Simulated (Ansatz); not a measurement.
# Al2+ (quartet): wave-function methods side by side, def2-QZVPP

An exercise on one series of results from a longer session: the logs are not shown, and one member is left open.

The runs use Ansatz 0.2.0, Gaussian basis; def2-QZVPP, core rule «outside noble gas», up to 10 orbitals frozen.

The runs, in order: UHF; ROHF; CCSD(T) on UHF.

## The geometry

The geometry is a PBE0/def2-TZVP stationary point (not a proven minimum) of the parent state, kept for this charge and spin.

2 atoms, charge 1, spin multiplicity 4.

Atoms are counted from 1 here; the program's logs count them from 0.

No contacts short enough for the rule that draws bonds.

Set-up of the first run:

in.yaml

```yaml
crystal:
  periodic: [false, false, false]
  atoms:
    - {symbol: Al, position_ang: [0.000000, 0.000000, 0.000000]}
    - {symbol: Al, position_ang: [0.000000, 0.000000, 3.237000]}
basis:
  gaussian: {orbitals: "def2-QZVPP.json"}
total_charge: 1
magnetization: {spin_polarized: true, initial_magnetization: 3}
hamiltonian: {xc: hf}
output: {orbitals: {seedname: orbitals}}
```

On the command line:

```sh
$ ansatz run in.yaml --threads 1 --pin off --events-out ev --progress --plain --max-ram 2393MiB
```

Among the steps run: UHF; ROHF; CCSD(T) on UHF.

One table of the session follows, with a row left open; its other results are not shown here.

| method | from UCCSD(T) (kJ/mol) |
| --- | --- |
| ROHF | +204.4 |
| UHF | +189.9 |
| UMP2 | +67.2 |
| UCCSD | ? |
| UCCSD(T) | 0 |

**Question.** Estimate the row for UCCSD.

**Answer.** from UCCSD(T) (kJ/mol): +10.5. In the column «from UCCSD(T) (kJ/mol)» it lies between UCCSD(T) (0) and UMP2 (+67.2).
